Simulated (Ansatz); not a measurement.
Basis-set extrapolation for C6H10 (`C1=CCCCC1`) (PBE0-D4/def2-TZVP geometry, frozen core, Ansatz 0.2.0). Multiplicity 1, RHF reference.

```tsv
	def2-TZVPP	def2-QZVPP
HF	-233.104388	-233.114839
MP2 correlation	-1.005867	-1.068475
CCSD(T) correlation	-1.105159	not run
```

Energies in hartree. Use E(X) = E(∞) + A·exp(−7.88·√X) for Hartree–Fock and E(X) = E(∞) + B·X^(−2.97) for correlation, with X = 3 and 4, and add CCSD(T) minus MP2 of the smaller set to the MP2 limit.

Q: What is the CCSD(T) energy at the basis-set limit?

A: HF limit: -233.114839 + (-0.010451) × 0.13774 = -233.11628. MP2 limit: -1.068475 + (-0.062608) × 0.74074 = -1.11485. Higher-order term: -1.105159 − (-1.005867) = -0.09929. Total: -234.33042 hartree, 317.4 kJ/mol below CCSD(T)/def2-TZVPP.
